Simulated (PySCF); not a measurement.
3-amino-1-propanol, C₃H₉NO.
Bonds: N1–C2, C2–C3, C3–C4, C4–O5. Hydrogens: H6, H7 on N1; H8, H9 on C2; H10, H11 on C3; H12, H13 on C4; H14 on O5.

Computed by this run: PySCF 2.14.0, PBE0-D3(BJ)/def2-TZVP geometry optimisation, gas phase; density fitting, grid level 2; the optimiser is geomeTRIC in internal coordinates, started from a GFN2-xTB structure with every atom displaced at random (about 0.01 Å).

Step 0: E = -6789.7384 eV
```
atom  x, y, z in Å  |  force x, y, z in eV/Å
N1      0.7314    1.0473   -0.9732   -0.110   1.177  -0.316
C2      0.8676   -0.3384   -0.6219    1.170  -0.188   0.995
C3      0.1982   -0.6246    0.7283    1.320   0.201  -0.038
C4     -1.2620   -0.3883    0.6787   -1.911  -0.106   1.100
O5     -1.6366    0.9554    0.5258   -0.188   0.126   0.332
H6      1.2289    1.6615   -0.3286   -0.081  -0.281  -0.172
H7      1.0735    1.2495   -1.9099   -0.082  -0.109   0.263
H8      1.9444   -0.6416   -0.5971   -0.583  -0.117   0.068
H9      0.3813   -0.9176   -1.3792   -0.329  -0.517  -0.585
H10     0.6588    0.0248    1.5023   -0.186  -0.271  -0.253
H11     0.4090   -1.6610    1.0177   -0.047   0.058  -0.042
H12    -1.7205   -0.9892   -0.1174    0.055  -0.200  -0.127
H13    -1.7750   -0.7002    1.6323    0.621   0.018  -0.745
H14    -1.0799    1.3094   -0.1699    0.352   0.211  -0.479
```

Step 1: E = -6789.8024 eV
```
atom  x, y, z in Å  |  force x, y, z in eV/Å
N1      0.7688    1.1095   -0.9066   -0.410  -0.308  -0.414
C2      0.8758   -0.3158   -0.5744    0.157  -0.017  -0.363
C3      0.1936   -0.6057    0.7447   -0.186  -0.132  -0.141
C4     -1.3208   -0.4115    0.6622    0.624   0.145  -0.184
O5     -1.6796    0.9322    0.4744   -0.080   0.048  -0.027
H6      1.4771    1.6469   -0.4449    0.302   0.246   0.260
H7      0.8757    1.2524   -1.9028    0.062   0.046   0.049
H8      1.9166   -0.6708   -0.5857   -0.011   0.035   0.156
H9      0.3755   -0.8777   -1.3765   -0.032   0.085   0.154
H10     0.6001    0.0524    1.5209   -0.021  -0.040   0.042
H11     0.4006   -1.6389    1.0445    0.031   0.018  -0.002
H12    -1.7179   -1.0525   -0.1473    0.002   0.047   0.141
H13    -1.7383   -0.7414    1.6025   -0.424  -0.135   0.302
H14    -1.0081    1.3080   -0.1230   -0.014  -0.036   0.028
```

Step 2: E = -6789.8269 eV
```
atom  x, y, z in Å  |  force x, y, z in eV/Å
N1      0.7609    1.1034   -0.9383   -0.061  -0.062   0.007
C2      0.8834   -0.3162   -0.5864    0.012   0.024  -0.118
C3      0.1923   -0.6132    0.7341   -0.144   0.041   0.018
C4     -1.3183   -0.4077    0.6756    0.176  -0.039   0.038
O5     -1.6791    0.9370    0.4922    0.052   0.068   0.010
H6      1.4443    1.6632   -0.4434   -0.022  -0.012   0.020
H7      0.9093    1.2477   -1.9282    0.047   0.009   0.017
H8      1.9271   -0.6593   -0.5602   -0.002   0.034   0.050
H9      0.3965   -0.8889   -1.3837   -0.029  -0.001   0.055
H10     0.5983    0.0373    1.5169    0.061  -0.027   0.033
H11     0.4050   -1.6464    1.0283    0.005   0.006  -0.019
H12    -1.7229   -1.0381   -0.1330   -0.053  -0.026   0.009
H13    -1.7738   -0.7437    1.6142    0.007  -0.006  -0.070
H14    -1.0037    1.3118   -0.1003   -0.048  -0.007  -0.050
```

Question: Estimate the geometry and energy of step 3. (The exact step hangs on the optimiser's Hessian estimate; all steps are aligned on step 2, rigid shifts and turns removed.)

Answer: E = -6789.8330 eV, largest force 0.110 eV/Å
```
atom  x, y, z in Å  |  force x, y, z in eV/Å
N1      0.7431    1.0990   -0.9354    0.067   0.026  -0.007
C2      0.8816   -0.3192   -0.5918    0.001   0.015   0.023
C3      0.1954   -0.6207    0.7295   -0.048   0.065   0.075
C4     -1.3085   -0.4009    0.6799   -0.046  -0.005   0.030
O5     -1.6579    0.9467    0.4836   -0.035  -0.009   0.090
H6      1.4061    1.6640   -0.4149   -0.087  -0.047  -0.024
H7      0.9192    1.2566   -1.9183    0.053   0.002  -0.014
H8      1.9279   -0.6510   -0.5516    0.015   0.025  -0.033
H9      0.3971   -0.8959   -1.3854   -0.010  -0.023  -0.004
H10     0.6147    0.0219    1.5132    0.034  -0.030   0.014
H11     0.4067   -1.6553    1.0183   -0.014  -0.015  -0.025
H12    -1.7334   -1.0328   -0.1171   -0.005  -0.038  -0.021
H13    -1.7694   -0.7269    1.6209    0.060   0.044  -0.074
H14    -1.0033    1.3013   -0.1431    0.015  -0.008  -0.032
```

The energy changes by -0.0061 eV. The first-order estimate −F·Δx gives -0.0108 eV and the mean of the old and new forces, exact on a quadratic surface, -0.0061 eV. The step makes an angle of 68° with the force vector and moves no atom by more than 0.048 Å.

The cost below is that of the whole optimisation. Time: 4.8 min wall, 9.3 min CPU; peak memory 1.1 GiB. Hardware: an Intel Xeon at 2.50 GHz with 2 threads, no GPU (shared host).
